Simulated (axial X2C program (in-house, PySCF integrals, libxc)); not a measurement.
# AlSi: from the spin-free to the two-component result

All values were computed with an axial X2C code built on PySCF integrals. Spin-free means the one-electron spin-free X2C Hamiltonian; two-component (2c) means X2C with spin–orbit coupling and atomic mean-field two-electron Coulomb and Gaunt terms, so the difference of the two also holds small scalar two-electron terms. Basis: Si dyall-v3z [8s7p2d1f], Al dyall-v3z [8s8p2d1f] (cores contracted in-house); Gaussian nuclei, density fitting, unrestricted open shells. Masses: Si 27.977 u, Al 26.982 u.

Spin-free state: M_S = 3/2, Λ = 0 (beyond evenly filled blocks: σα, π+α, π-α); fragments Si + Al.

```csv
level,Re (Å),ωe (cm⁻¹),De (eV),μ (D)
PBE0,2.423,377.1,2.609,1.34
HF,2.481,343.6,1.654,1.83
CCSD,2.433,377.3,2.285,n/a
CCSD(T),2.428,382.0,2.429,n/a
B97-3,2.429,372.6,2.507,1.38
```

Correlated methods: 7 electrons correlated (number of frozen shells: Si 2 s, 1 p; Al 2 s, 1 p), 141 virtual spin orbitals or spinors in MP2, 90 natural virtuals in coupled cluster.

Dipoles are positive if Al is the positive end.

Two-component determinant lowest at the distance of the search:

Ω = 3/2 (⟨Sz⟩ = 1.49, ⟨Lz⟩ = 0.01 at HF); fragments Si + Al.

| level | Re (Å) | ωe (cm⁻¹) | De (eV) | μ (D) |
| --- | --- | --- | --- | --- |
| PBE0 | 2.423 | 377.0 | 2.608 | 1.34 |
| HF | 2.481 | 343.6 | 1.651 | 1.82 |
| CCSD | 2.436 | 375.4 | 2.276 | n/a |
| CCSD(T) | 2.431 | 380.1 | 2.422 | n/a |
| B97-3 | 2.429 | 372.4 | 2.505 | 1.38 |

(1) From the two tables, how do the constants change at the CCSD(T) level (2c against spin-free)?

One determinant describes the state; a PBE0 search over occupations chose it and may have missed a lower one. De is counted from the lowest determinant-based energies of the atoms at the same level, without counterpoise correction. Density functionals use the spin component along the axis (collinear). Coupled cluster ran in a truncated set of natural virtual spinors; the MP2 energy of the rest was added. (T) has no such correction and the atoms are truncated less, which lowers De at CCSD(T) by a hundredth of an eV or more. In 2c an atomic determinant is not the ground J level, so De misses part of the atomic spin–orbit lowering. This holds for PBE0, CCSD, CCSD(T), B97-3. Other states lie close and PBE0, whose exact exchange favours high spin, may order them wrongly; the determinant shown need not be the ground state. The nearest other spin-free determinant of the search, M_S = 1/2, Λ = 0, lies 0.26 eV up at the distance of the search. The functionals have no current-density term, which raises determinants with orbital currents, atoms included. With several unpaired electrons one determinant need not be a pure state. This is the top spin component of a Σ state; components of lower Ω are not single determinants and can lie lower.

Answers

(1) At the CCSD(T) level Re rises by 0.003 Å and ωe drops by 1.9 cm⁻¹; De is not compared, since the atomic limits differ or miss part of their spin–orbit lowering.
